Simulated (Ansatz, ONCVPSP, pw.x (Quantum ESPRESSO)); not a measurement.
What a changed setting does to a pw.x run (bcc W)

Potential: optimised norm-conserving Vanderbilt (ONCV), ONCVPSP 4.0.1.1 (patched build), PBE; core [Kr] 4d10 4f14, reference 5s2 5p6 5d4 6s2; waves: 5s+6s: rc 1.65 bohr, ncon 4, nbas 7, qcut 7.2 1/bohr, 2 projectors; 5p: rc 2.10 bohr, ncon 4, nbas 9, qcut 6.7 1/bohr, 2 projectors, debl 3.3 Ha; 5d: rc 2.65 bohr, ncon 3, nbas 8, qcut 5.5 1/bohr, 2 projectors, debl 3.8 Ha; local part: polynomial inside 1.35 bohr (lpopt 5, dvloc0 2 Ha); core correction: none.

The reference run (k-mesh 14³, cutoffs 55/220 Ry, Fermi–Dirac 0.01 Ry, mixing_beta 0.4, conv_thr 1e-9, no spin) gives -2.03 GPa at 16.130 Å³/atom, where all-electron LAPW gives 0.30 GPa. This run, with its own iteration cap, changes k-mesh points per axis to 3.

```
&control
  calculation='scf', prefix='x', pseudo_dir='./', outdir='./tmp', tstress=.true., disk_io='none'
/
&system
  ibrav=0, nat=1, ntyp=1, ecutwfc=55, ecutrho=220, nbnd=15,
  occupations='smearing', smearing='fd', degauss=0.01
/
&electrons
  conv_thr=1e-09, mixing_beta=0.4, electron_maxstep=60
/
ATOMIC_SPECIES
W 1.0 W.UPF
CELL_PARAMETERS angstrom
  -1.59168867 1.59168867 1.59168867
  1.59168867 -1.59168867 1.59168867
  1.59168867 1.59168867 -1.59168867
ATOMIC_POSITIONS crystal
W 0.0000 0.0000 0.0000
K_POINTS automatic
3 3 3 0 0 0
```

```bash
pw.x < W.scf.in > W.scf.out
```

**Question.** How does the run end?

**Answer.** It converges in 7 iterations; the free energy moves by +361.4 meV/atom and the pressure by +8.22 GPa.

```
Message from routine setup:
     using ibrav=0 with symmetry is DISCOURAGED, use correct ibrav instead
     lattice parameter (alat)  =       5.2098  a.u.
     unit-cell volume          =     108.8506 (a.u.)^3
     number of electrons       =        14.00
     number of Kohn-Sham states=           15
     kinetic-energy cutoff     =      55.0000  Ry
     charge density cutoff     =     220.0000  Ry
     scf convergence threshold =      1.0E-09
     Exchange-correlation= PBE
     number of k points=     4  Fermi-Dirac smearing, width (Ry)=  0.0100
     iteration #  1     ecut=    55.00 Ry     beta= 0.40
     total energy              =    -136.86562515 Ry
     estimated scf accuracy    <       0.04008710 Ry
     iteration #  2     ecut=    55.00 Ry     beta= 0.40
     total energy              =    -136.86526938 Ry
     estimated scf accuracy    <       0.00749393 Ry
     iteration #  3     ecut=    55.00 Ry     beta= 0.40
     total energy              =    -136.86613990 Ry
     estimated scf accuracy    <       0.00037353 Ry
     iteration #  4     ecut=    55.00 Ry     beta= 0.40
     total energy              =    -136.86616065 Ry
     estimated scf accuracy    <       0.00000545 Ry
     iteration #  5     ecut=    55.00 Ry     beta= 0.40
     total energy              =    -136.86616207 Ry
     estimated scf accuracy    <       0.00000036 Ry
     iteration #  6     ecut=    55.00 Ry     beta= 0.40
     total energy              =    -136.86616209 Ry
     estimated scf accuracy    <          3.3E-09 Ry
     iteration #  7     ecut=    55.00 Ry     beta= 0.40
     the Fermi energy is    22.8531 ev
!    total energy              =    -136.86616210 Ry
     estimated scf accuracy    <          4.0E-10 Ry
     smearing contrib. (-TS)   =      -0.00605357 Ry
     The total energy is F=E-TS. E is the sum of the following terms:
     one-electron contribution =     -19.43170489 Ry
     hartree contribution      =      16.38747185 Ry
     xc contribution           =     -15.24473433 Ry
     ewald contribution        =    -118.57114115 Ry
     convergence has been achieved in   7 iterations
          total   stress  (Ry/bohr**3)                   (kbar)     P=       61.86
     Message from routine punch:
     Nothing written, as per user request (disk_io='none')
```

The run took about 1.2 s on one core of a shared host (Neoverse-N1, 64 threads, 124 GiB, load 58).
